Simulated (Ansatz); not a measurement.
**Where CCSD(T) holds and where it slips**

Each species is computed at the geometry given (Å), with frozen cores, in Ansatz 0.2.0: RHF-CCSD(T) for singlets, UHF-CCSD(T) otherwise, and full CI in the same basis. The program picks the determinant by trial CCSD, so it needn't be the lowest Hartree–Fock solution. States: B–AlH2⁺ A1, B2H Σ⁻ or Δ, SiN⁺ Σ⁺ or Δ, SiCl Σ⁻ or Δ. Cases whose determinant has another symmetry than full CI's state, or whose (Q) step broke down, weren't drawn.

Question: Judging by size, spin and bonding and the diagnostics given, rank them by the size of CCSD(T)'s error in total energy against full CI in the same basis, smallest first (an estimate).
A. SiN⁺, singlet, 6-31G: Si 0.000 0.000 0.000; N 0.000 0.000 1.271. T1 0.102, (T) -497 meV in a correlation energy of -6.44 eV
B. B2H, quartet, 6-31G: B 0.000 0.000 -0.129; B 0.000 0.000 -1.649; H 0.000 0.000 1.778. T1 0.074, (T) -88 meV in a correlation energy of -2.72 eV
C. SiCl, quartet, 6-31G: Si 0.000 0.000 0.000; Cl 0.000 0.000 2.897. T1 0.026, (T) -23 meV in a correlation energy of -1.67 eV
D. B–AlH₂⁺, doublet, 6-31G: B 0.000 0.000 1.732; Al 0.000 0.000 -0.588; H 0.000 -1.367 -1.415; H 0.000 1.367 -1.415. T1 0.024, (T) -37 meV in a correlation energy of -2.38 eV

Answer: C (8.7 meV), D (22.0 meV), B (51.9 meV), A (82.5 meV).

```tsv
species	basis	correlated electrons	CCSD(T) − full CI (meV)	CCSDT(Q) − full CI (meV)	unpaired electrons (full CI)	T1	⟨S²⟩ of the determinant
SiCl, quartet	6-31G	11	8.7	-0.1	3.03	0.026	3.77
B–AlH2⁺, doublet	6-31G	7	22.0	0.4	1.08	0.024	0.76
B2H, quartet	6-31G	7	51.9	1.3	3.16	0.074	4.13
SiN⁺, singlet	6-31G	8	-82.5*	-34.7	0.75	0.102	0.00
```

Unpaired electrons are Σ n²(2−n)² over natural occupations; an open shell counts its own unpaired electrons too. Frozen cores follow each run's orbitals, which moves totals by a few meV. An asterisk marks runs whose energy the program itself flagged as in doubt.
